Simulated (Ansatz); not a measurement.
```yaml
crystal:
  periodic: [false, false, false]
  atoms:
    - {symbol: B, position_ang: [0.428632, 0.875000, -0.195020]}
    - {symbol: B, position_ang: [-0.129517, -0.392938, -0.903256]}
    - {symbol: Al, position_ang: [-0.299105, -0.482061, 1.098277]}
basis:
  gaussian: {orbitals: def2-mTZVP}
total_charge: 1
hamiltonian: {xc: {name: wPBEh}}
```

```sh
$ ansatz run in.yaml --threads 4 --pin off --events-out ev --progress --plain --max-ram 3916MiB
```

Shortened log:

```
Functional definition: wPBEh
599 factors; their error is unknown
68 factors; integrals over basis functions are off by at most 3.8e-7 eV
mean field evaluation 1: about -7919.8773 eV, gradient 5.0e1 eV
mean field evaluation 2: about -7863.2895 eV, gradient 1.1e2 eV
mean field evaluation 4: about -7929.0668 eV, gradient 1.7e1 eV
mean field evaluation 8: about -7930.4038 eV, gradient 2.0e-1 eV
mean field evaluation 16: about -7930.4549 eV, gradient 2.0e-5 eV
mean field -7930.45485223 eV, -291.4388403642 hartree, gradient 2.0e-5 eV, S^2 0.000000; 1 other end points of the search recorded, 0 dependent functions left out
reference -7930.45488847 eV, -291.4388416960 hartree; 11, 11 occupied and 49, 49 virtual orbitals, 599 factors
Total energy: -7930.45488847 eV, -291.4388416960 hartree
```

Run time 0.4 s (4 threads of Arm Neoverse V2 on a shared host).

The restricted singlet is unstable towards broken spin symmetry in Hartree–Fock (as tested in another run); at RKS ωPBEh/def2-mTZVP this wasn't settled.
